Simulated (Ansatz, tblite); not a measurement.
Removing and adding an electron: Si(SH)2H2 (SiH4S2). Charge 0, multiplicity 1. Geometry: r2SCAN-D4/def2-TZVP. Ansatz, gas phase; energy differences of separate SCF runs; the oxidised species was run as a doublet alone; the reduced species was run as a doublet alone.

```xyz
7

Si   -0.304    0.392    0.362
S     0.921    1.031   -1.266
H     0.257    0.307   -2.185
S    -0.382   -1.726    0.625
H     0.950   -1.864    0.748
H    -1.726    0.767    0.190
H     0.284    1.092    1.527
```

The xTB rows come from tblite. Correlated methods freeze 15 core orbitals. In CCSD on the charge 1 doublet the largest single amplitude is 0.31, so its Hartree–Fock determinant may place the open shell otherwise than the density functionals do.

Task: Estimate orbital energies and vertical ionisation energies and electron affinities at: GFN1-xTB; GFN2-xTB; PBE-D4/def2-TZVP; PBE-D4/def2-TZVPD; r2SCAN-D4/def2-TZVP; r2SCAN-D4/def2-TZVPD; PBE0-D4/def2-TZVP; PBE0-D4/def2-TZVPD; CCSD/def2-TZVPP; CCSD(T)/def2-TZVPP.

Result: 
| level | −HOMO (eV) | vertical IE (eV) | −LUMO (eV) | vertical EA (eV) | HOMO–LUMO gap (eV) | IE − EA (eV) | remarks |
| --- | --- | --- | --- | --- | --- | --- | --- |
| GFN1-xTB | 11.16 | 14.47 | 4.92 | – | 6.25 | – | – |
| GFN2-xTB | 10.79 | 13.69 | 6.19 | 3.45 | 4.60 | 10.25 | – |
| PBE-D4/def2-TZVP | 6.28 | 9.20 | 1.06 | – | 5.22 | – | – |
| PBE-D4/def2-TZVPD | 6.33 | – | 1.25 | -0.49 | 5.09 | – | HOMO above zero (-1 doublet) |
| r2SCAN-D4/def2-TZVP | 6.56 | 9.35 | 0.76 | – | 5.80 | – | – |
| r2SCAN-D4/def2-TZVPD | 6.59 | – | 0.89 | -0.67 | 5.70 | – | HOMO above zero (-1 doublet) |
| PBE0-D4/def2-TZVP | 7.48 | 9.51 | 0.12 | – | 7.36 | – | – |
| PBE0-D4/def2-TZVPD | 7.52 | – | 0.39 | -0.63 | 7.12 | – | HOMO above zero (-1 doublet) |
| CCSD/def2-TZVPP | – | 9.80 | – | – | – | – | large T1 (0.055) (+1 doublet) |
| CCSD(T)/def2-TZVPP | – | 9.79 | – | – | – | – | large T1 (0.055) (+1 doublet) |

Run but left out: HF/def2-TZVPP, MP2/def2-TZVPP (charge +1 doublet: a determinant that CCSD turns far, T1 0.055); HF/def2-TZVPD, MP2/def2-TZVPD, CCSD/def2-TZVPD, CCSD(T)/def2-TZVPD (flagged by the program: other roots).   A HOMO above zero means that the electron is unbound at that level or that self-interaction error raises the level; the energy of removing that electron tells which. Raw xTB energy differences between charge states are shifted by several eV; the methods need an empirical correction for them. A negative affinity means that the extra electron isn't bound; its size then hangs on the basis.
